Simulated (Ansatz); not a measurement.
# The cluster Si₂F₂: trial inputs and their diagnosis

2 inputs were typed for the cluster Si₂F₂. Each is run as it stands; the log then has to tell whether the result can be used.

Method: the settings change from run to run; program: Ansatz 0.2.0, Gaussian basis.

## (1) The molecule

The geometry comes from an earlier relaxation with B3LYP-D4 in a triple-zeta def2 set; it is a stationary point.

4 atoms, charge 0, spin multiplicity 1.

Atoms are counted from 1 here; the program's logs count them from 0.

Bond lengths: Si1–Si2 2.568 Å, Si1–F3 1.641 Å, Si2–F4 1.641 Å. Angles: Si2–Si1–F3 89.1°, Si1–Si2–F4 89.0°.

Coordinates:

```
Si    1.0531   -0.8404   -0.3777
Si   -1.3568    0.0471   -0.3471
F     1.5906    0.6982   -0.5668
F    -1.2869    0.0950    1.2916
```

## (2) Attempt 1

in.yaml

```yaml
crystal:
  periodic: [false, false, false]
  atoms:
    - {symbol: Si, position_ang: [1.053055, -0.840381, -0.377734]}
    - {symbol: Si, position_ang: [-1.356800, 0.047139, -0.347103]}
    - {symbol: F, position_ang: [1.590618, 0.698214, -0.566792]}
    - {symbol: F, position_ang: [-1.286872, 0.095029, 1.291640]}
basis:
  gaussian: {orbitals: def2-mTZVPP}
total_charge: 1
magnetization: {spin_polarized: true, initial_magnetization: 2}
hamiltonian: {xc: {name: B3LYP}, dispersion: d4}
scf: {omitted_lower_state_checks: [starts]}
```

Started as:

```
ansatz run in.yaml --threads 4 --pin off --events-out ev --progress --plain --max-ram 3916MiB
```

Standard output:

```text
Error: a molecule whose nuclei and cores have a total charge of 46 cannot have a net charge of 1 together with 2 unpaired electrons
```

Wall time 0.05 s (4 threads of Arm Neoverse V1, shared host).

**Diagnosis.** Refused before any calculation. The number of unpaired electrons doesn't fit the electron count. To mend it, make charge and initial_magnetization agree: an even electron count takes an even number of unpaired electrons.

## (3) Attempt 2

in.yaml

```yaml
crystal:
  periodic: [false, false, false]
  atoms:
    - {symbol: Si, position_ang: [2.316720, -1.848838, -0.831016]}
    - {symbol: Si, position_ang: [-2.984960, 0.103705, -0.763626]}
    - {symbol: F, position_ang: [3.499359, 1.536070, -1.246943]}
    - {symbol: F, position_ang: [-2.831119, 0.209063, 2.841607]}
basis:
  gaussian: {orbitals: def2-TZVPP, nuclear_model: gaussian}
hamiltonian: {xc: {name: B97M-V}}
scf: {omitted_lower_state_checks: [starts]}
```

The command is unchanged.

Standard output, cut to the lines that bear on the results:

```text
Functional definition: B97M-V
  name "B97M-V"
  cite "Mardirossian & Head-Gordon, J. Chem. Phys. 142, 074111 (2015) doi:10.1063/1.4907719"
  cite "Becke, J. Chem. Phys. 107, 8554 (1997) doi:10.1063/1.475007"
  cite "Vydrov & Van Voorhis, J. Chem. Phys. 133, 244103 (2010) doi:10.1063/1.3521275"
  # Of w^i u^j: cxij and so on, Table III.
[...]
  gx(w, u) = cx00 + cx01*u + cx02*u^2 + (cx10 + cx11*u)*w
  gss(w, u) = css00 + css02*u^2 + css10*w + (css32*w^3 + css42*w^4)*u^2
  gos(w, u) = cos00 + cos01*u + cos03*u^3 + cos10*w + cos32*w^3*u^2
[...]
      + integral(e_c_pw_mod_opposite_spin*gos(b97_w_opposite, b97_u_opposite)) + vv10(b, c)
[...]
888 factors; their error is unknown
[...]
mean field -21172.17965636 eV, -778.0632513524 hartree, gradient 3.0e-6 eV, S^2 0.000000; 0 other end points of the search recorded, 0 dependent functions left out
reference -21172.17971711 eV, -778.0632535849 hartree; 23, 23 occupied and 123, 123 virtual orbitals, 888 factors
Total energy: -21172.17971711 eV, -778.0632535849 hartree
Checks for a lower state left out: starts
```

Run time: 4.9 s. Hardware: 4 threads of Arm Neoverse V1, shared host.

Diagnosis: It ended without an error, which proves nothing about the input. The geometry is stretched to more than twice its size. The shortest distance is 3.61 Å (Si1–F3), against 1.64 Å in the relaxed molecule. Its energy is no property of the relaxed molecule. To mend it, use the relaxed coordinates.

## (4) Summary

```
attempt              level      ended                                                            cause    time
      1  B3LYP/def2-mTZVPP    refused  the number of unpaired electrons doesn't fit the electron count  0.05 s
      2  B97M-V/def2-TZVPP  converged            the geometry is stretched to more than twice its size   4.9 s
```

**Reading.** 1 refused, 1 converged. A refusal costs next to no computing time. The dangerous case is the input that converges on a wrong geometry, charge, spin, basis or grid: often only a look at the input shows it.
